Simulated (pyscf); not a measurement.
Structures and frequencies: ωB97X-D3(BJ)/def2-SVP in PySCF.

**Question.** `[SeH2]` + `[Cl][Si]([Cl])([Cl])[Cl]` → `[Cl][Si]([Cl])([Cl])[SeH]` + `[ClH]`
Surface: singlet. Broken: H–Se, Cl–Si. Formed: Se–Si, Cl–H. Give ΔE‡ and ΔE from ωB97M-D3(BJ)/def2-TZVP, relative to the separated reactants.

**Answer.** ΔE‡ = 42.7 kcal/mol, ΔE = +8.8 kcal/mol. Zero-point energy shifts the barrier by -0.2 kcal/mol. It is a four-centre exchange, with an imaginary mode of 787i cm⁻¹. This is the saddle that the search found; another between the same sides may lie lower. Elements up to Kr have no core potential and no relativistic terms here.
